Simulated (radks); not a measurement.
# O²⁻ held by a Watson sphere

An exercise on one series of results from a longer session: the logs are not shown, and one member is left open.

Program: radks (a radial shooting solver on a logarithmic mesh, Libxc functionals) version 1. Level of theory: non-relativistic Kohn-Sham, LDA (Slater exchange, Perdew-Wang correlation), spin-polarised, spherical densities, point nucleus. These are calculated values, not measurements, unless marked.

## The system

| Property | Result |
| --- | --- |
| element | oxygen (Z = 8) |
| charge | -2 |
| electrons | 10 |
| configuration | [Ne] |

Outer shells as boxes (Hund's rule):

O²⁻
```
[He] core
2s [↑↓]
2p [↑↓][↑↓][↑↓]
```

Set-up of the first run:

Settings of this run:

```text
Z 8
configuration [Ne]
relativity non-relativistic
functional lda,pw
spin polarised
nucleus point
watson charge 2 radius 1.89 bohr
response adiabatic LDA kernel
```

Steps of the session up to this table: R = 1.89 bohr; R = 3.22 bohr; R = 3.6 bohr; R = 3.61 bohr; R = 3.76 bohr; R = 3.86 bohr.

One table of the session follows, with a row left open; its other results are not shown here.

```
R (bohr)  highest level (eV)  its <r> (bohr)  sum of <r²> (bohr²)  α (bohr³)
    1.89              -8.287           1.464                20.96      13.11
    3.22              -4.569           1.743                30.40      46.25
     3.6              -3.902           1.811                33.31      64.69
    3.61                   ?               ?                    ?          ?
    3.76              -3.659           1.838                34.58      74.32
    3.86              -3.518           1.856                35.40      81.00
```

Estimate the missing values for R (bohr) = 3.61.

Worked estimate for «highest level (eV)». A straight line through the neighbours (3.6, -3.902) and (3.76, -3.659) gives -3.902 + (-3.659 + 3.902) × (3.61 − 3.6) / (3.76 − 3.6) = -3.887; a parabola fitted to 4 rows on both sides gives -3.886.

The run gave: highest level (eV): -3.886; its <r> (bohr): 1.812; sum of <r²> (bohr²): 33.39; α (bohr³): 65.26. In «highest level (eV)» the line misses by -0.001 and the parabola by 0.000.

In words: From R = 1.89 to 3.86 bohr the top level moves from -8.287 to -3.518 eV and its mean radius from 1.46 to 1.86 bohr. A wider sphere makes a shallower well, so the ion swells. Response by self-consistent Sternheimer equations with the Hartree and adiabatic LDA kernel.
